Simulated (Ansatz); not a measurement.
## Ansatz (development build ahead of 0.2.0) run

```yaml
crystal:
  periodic: [false, false, false]
  atoms:
    - { symbol: C, position_ang: [0.0, 0.0, -0.56464] }
    - { symbol: O, position_ang: [0.0, 0.0, 0.72714] }
    - { symbol: H, position_ang: [0.0, -1.01999, -1.21467] }
    - { symbol: H, position_ang: [0.0, 1.01999, -1.21467] }
basis:
  gaussian: { orbitals: cc-pVTZ }
hamiltonian:
  xc: hf
correlation:
  method: mp2
  frozen_orbitals: { C: 1, H: 0, O: 1 }
```

The input is written out in the form of the current development build from the run's settings.

The run gave:

```
Converged                       : yes
Reference energy                : -113.87671 hartree
Correlation energy              : -0.40910 hartree
Total energy                    : -114.28581 hartree
Spin squared of the determinant : 0.000
```
